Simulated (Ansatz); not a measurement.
Input file:

```yaml
crystal:
  periodic: [false, false, false]
  atoms:
    - {symbol: Ge, position_ang: [0.000000, 0.000000, 0.000000]}
    - {symbol: F, position_ang: [0.000000, 0.000000, 1.676300]}
basis:
  gaussian: {orbitals: cc-pVDZ}
total_charge: 1
magnetization: {spin_polarized: false, initial_magnetization: 2}
correlation: {method: sc_nevpt2, electrons: outside_noble_gas, active_space: {window: {electrons: 4, orbitals: 10}}}
```

```sh
$ ansatz run in.yaml --threads 1 --pin off --events-out ev --progress --plain --max-ram 2393MiB
```

Log:

```
460 factors; integrals over basis functions are off by at most 9.0e-4 eV
mean field evaluation 1: about -59158.9174 eV, gradient 6.4e1 eV
mean field evaluation 2: about -59158.9212 eV, gradient 6.4e1 eV
mean field evaluation 4: about -59166.9702 eV, gradient 1.1e1 eV
mean field evaluation 8: about -59167.3879 eV, gradient 5.7e-1 eV
mean field evaluation 16: about -59165.2604 eV, gradient 4.3e0 eV
mean field evaluation 32: about -59165.0634 eV, gradient 4.1e0 eV
mean field evaluation 64: about -59166.5851 eV, gradient 9.7e0 eV
mean field evaluation 96: about -59166.9626 eV, gradient 1.1e1 eV
mean field -59167.39170325 eV, -2174.3615399958 hartree, gradient 3.1e-6 eV, S^2 2.000000; 6 other end points of the search recorded, 0 dependent functions left out
reference -59167.39170325 eV, -2174.3615399958 hartree; 21, 19 occupied and 20, 22 virtual orbitals, 460 factors
state -59168.45785224 eV, -2174.4007202487 hartree
state -59168.45785224 eV, -2174.4007202487 hartree; corrected -59173.75567949 eV, -2174.5954118089 hartree
state -59168.45276059 eV, -2174.4005331339 hartree
state -59168.45276059 eV, -2174.4005331339 hartree; corrected -59173.61651615 eV, -2174.5902976507 hartree
state -59168.45785224 eV, -2174.4007202487 hartree; corrected -59173.75567949 eV, -2174.5954118089 hartree
1 active orbitals were swapped for others, from the solution at -59168.45274189 eV, -2174.4005324468 hartree to that at -59168.45783418 eV, -2174.4007195850 hartree; typed "places" are swapped only where nearly empty or full, and so, without "given_window_search", are "orbital_numbers", "shells" and a window whose orbitals a file names under [Active]
the orbitals are reached from a further start. From the first start the search ends at -59168.45783418 eV, -2174.4007195850 hartree
Total energy: -59173.75567949 eV, -2174.5954118089 hartree
```

Natural occupations: 1.9571 0.9997 0.9935 0.0294 0.0091 0.0037 0.0031 0.0027 0.0012 0.0006.

Ran on 1 thread of Arm Neoverse V2, shared host: 28 s wall, 0.13 GiB peak host memory.
